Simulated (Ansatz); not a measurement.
A run of Ansatz (development build ahead of 0.2.0) on doublet C3H3 at this shape:

```xyz
6

C    -0.3832    0.0639   -0.6257
C     0.7397   -0.2955   -0.1014
C    -0.2831    0.2521    0.7525
H    -0.9837   -0.1336   -1.5486
H     1.5077   -1.0817   -0.1525
H    -0.6469    1.1800    1.2803
```

Its results:

| Property | Result |
| --- | --- |
| Converged | yes |
| Total energy | -115.09154 hartree |
| Spin squared of the determinant | 0.860 |
| Stability test | minimum |

Forces (eV/Å):
```
atom      Fx      Fy      Fz
  C1  -2.223  -1.201  -3.144
  C2   3.195  -1.332   0.320
  C3  -2.650   1.898   1.584
  H4   0.524   0.774   1.169
  H5  -0.294   0.898   0.168
  H6   1.447  -1.037  -0.096
```

Q: Which input gives this output? Name the method, the orbitals and the basis set, and write the input.

A: UHF in def2-SVP.

```yaml
crystal:
  periodic: [false, false, false]
  atoms:
    - { symbol: C, position_ang: [-0.38324, 0.06386, -0.62565] }
    - { symbol: C, position_ang: [0.73969, -0.29551, -0.1014] }
    - { symbol: C, position_ang: [-0.28312, 0.25214, 0.75252] }
    - { symbol: H, position_ang: [-0.98365, -0.13364, -1.54859] }
    - { symbol: H, position_ang: [1.50768, -1.08166, -0.15246] }
    - { symbol: H, position_ang: [-0.64693, 1.17999, 1.28034] }
basis:
  gaussian: { orbitals: def2-SVP }
magnetization:
  spin_polarized: true
  initial_magnetization: 1
hamiltonian:
  xc: hf
output:
  forces: true
```

Caution: the unrestricted determinant is spin contaminated.
